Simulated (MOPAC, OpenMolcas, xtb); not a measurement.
**A ladder of methods for CH4BN (SMILES B1CN1)**

The species is CH4BN (7 atoms), meant as a singlet with charge 0. SMILES: `B1CN1`. The coordinates come from a GFN2-xTB relaxation.

Each level gives the dipole moment (D). The values are calculated.

```
           level            kind     program  value (D)   CPU time
             PM3  semi-empirical       MOPAC       2.63  under 2 s
             PM6  semi-empirical       MOPAC       1.28  under 2 s
        GFN0-xTB  semi-empirical         xtb       0.77  under 2 s
        GFN1-xTB  semi-empirical         xtb       1.42  under 2 s
    HF/def2-TZVP    Hartree–Fock  OpenMolcas       0.94       18 s
 SVWN5/def2-TZVP             LDA  OpenMolcas       1.34       40 s
  BLYP/def2-TZVP             GGA  OpenMolcas       1.25       60 s
   PBE/def2-TZVP             GGA  OpenMolcas       1.30       59 s
revPBE/def2-TZVP             GGA  OpenMolcas       1.29       60 s
  TPSS/def2-TZVP        meta-GGA  OpenMolcas       1.25       82 s
```

The values span 0.77 to 2.63 D. Magnitudes only: a small dipole may point the other way at some levels. Times are those of the runs behind each value, whatever else they computed, on shared processors of several kinds: orders of magnitude only.
